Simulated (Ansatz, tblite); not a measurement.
**The cluster Mg₂Br₂+: a ladder of methods and basis sets**

One table from this session's results is given with a row withheld; the runs are named, their logs left out.

Method: as each input shows; program: Ansatz 0.2.0, Gaussian basis.

The runs, in order: GFN1-xTB, GFN2-xTB, PBE-D4/def2-TZVP, r2SCAN-D4/def2-TZVP, CAM-B3LYP-D4/def2-TZVP, ωB97X-V/def2-TZVP, r2SCAN0-D4/def2-TZVP, BLYP-D4/def2-TZVP, LDA/def2-TZVP, PBE+5HF/def2-TZVP, PBE+10HF/def2-TZVP, PBE+15HF/def2-TZVP, PBE+35HF/def2-TZVP, PBE+50HF/def2-TZVP, PBE-D4/def2-SVP, PBE0-D4/def2-SVP, HF/STO-3G, CCSD(T)/def2-SVP, MP2/def2-TZVP, RPA/def2-TZVP.

## The structure

The geometry is that of the doublet, from an earlier relaxation (r2SCAN-D4/def2-SVP). At that level it is the lowest of the isomers that a small search found.

4 atoms, charge 1, spin multiplicity 2.

Bond lengths: Mg1–Br3 2.536 Å, Mg1–Br4 2.535 Å, Mg2–Br3 2.537 Å, Mg2–Br4 2.537 Å. Angles: Br3–Mg1–Br4 94.9°, Br3–Mg2–Br4 94.9°, Mg1–Br3–Mg2 85.1°, Mg1–Br4–Mg2 85.1°.

Geometry (Å):

```
atom    x (Å)    y (Å)    z (Å)
 Mg1  -0.3417   1.4656   0.8216
 Mg2   0.3364  -1.4669  -0.8235
 Br3  -0.2866  -0.9529   1.5813
 Br4   0.2919   0.9542  -1.5795
```

The ion is computed in the gas phase, without counter-ions or solvent.

PBE0-D4/def2-TZVP was run before; its log isn't repeated, and its numbers join the tables.

The first run:

Tight binding, by tblite at 300 K electronic temperature and without a spin-polarisation term:

```python
tblite.interface.Calculator('GFN1-xTB', numbers, positions, charge=1, uhf=1).singlepoint()
```

Tight binding, by tblite at 300 K electronic temperature and without a spin-polarisation term:

```python
tblite.interface.Calculator('GFN2-xTB', numbers, positions, charge=1, uhf=1).singlepoint()
```

start.molden holds the orbitals of an earlier run on this state, given as this run's starting guess.

The input, in.yaml:

```yaml
crystal:
  periodic: [false, false, false]
  atoms:
    - {symbol: Mg, position_ang: [-0.341713, 1.465608, 0.821633]}
    - {symbol: Mg, position_ang: [0.336413, -1.466893, -0.823465]}
    - {symbol: Br, position_ang: [-0.286605, -0.952947, 1.581303]}
    - {symbol: Br, position_ang: [0.291915, 0.954231, -1.579471]}
basis:
  gaussian: {orbitals: def2-TZVP, initial_orbitals: start.molden}
total_charge: 1
magnetization: {spin_polarized: true, initial_magnetization: 1}
hamiltonian: {xc: pbe, dispersion: d4}
scf: {omitted_lower_state_checks: [starts]}
output: {orbitals: {seedname: orbitals}}
```

Launch:

```
$ ansatz run in.yaml --threads 4 --pin off --events-out ev --progress --plain --max-ram 3916MiB
```

Steps of the session up to this table: PBE-D4/def2-TZVP; r2SCAN-D4/def2-TZVP; CAM-B3LYP-D4/def2-TZVP; ωB97X-V/def2-TZVP; r2SCAN0-D4/def2-TZVP; BLYP-D4/def2-TZVP; LDA/def2-TZVP; PBE+5HF/def2-TZVP; PBE+10HF/def2-TZVP; PBE+15HF/def2-TZVP; PBE+35HF/def2-TZVP; PBE+50HF/def2-TZVP; PBE-D4/def2-SVP; PBE0-D4/def2-SVP; HF/STO-3G; CCSD(T)/def2-SVP; MP2/def2-TZVP; RPA/def2-TZVP.

One table of the session follows, with a row left open; its other results are not shown here.

It belongs to the step «Levels side by side». 

```
                 level  HOMO (eV)  LUMO (eV)  gap (eV)
             HF/STO-3G      -6.65      -1.22      5.43
         LDA/def2-TZVP      -8.99      -8.42      0.58
       PBE-D4/def2-SVP      -8.95      -8.38      0.58
      PBE-D4/def2-TZVP      -8.89      -8.33      0.56
     BLYP-D4/def2-TZVP      -8.76      -8.21      0.56
   r2SCAN-D4/def2-TZVP      -8.97      -8.36      0.60
      PBE0-D4/def2-SVP      -9.39      -7.97      1.42
     PBE0-D4/def2-TZVP          ?          ?         ?
  r2SCAN0-D4/def2-TZVP      -9.38      -7.94      1.44
CAM-B3LYP-D4/def2-TZVP     -10.03      -7.26      2.76
     ωB97X-V/def2-TZVP     -10.37      -6.50      3.87
     PBE+5HF/def2-TZVP      -8.98      -8.24      0.73
    PBE+10HF/def2-TZVP      -9.06      -8.16      0.90
    PBE+15HF/def2-TZVP      -9.15      -8.08      1.07
    PBE+35HF/def2-TZVP      -9.49      -7.75      1.74
    PBE+50HF/def2-TZVP      -9.73      -7.50      2.23
```

Q: Estimate the row for PBE0-D4/def2-TZVP from the others.

As computed: HOMO (eV): -9.32; LUMO (eV): -7.91; gap (eV): 1.41. In the column «HOMO (eV)» it lies between r2SCAN0-D4/def2-TZVP (-9.38) and PBE+15HF/def2-TZVP (-9.15).
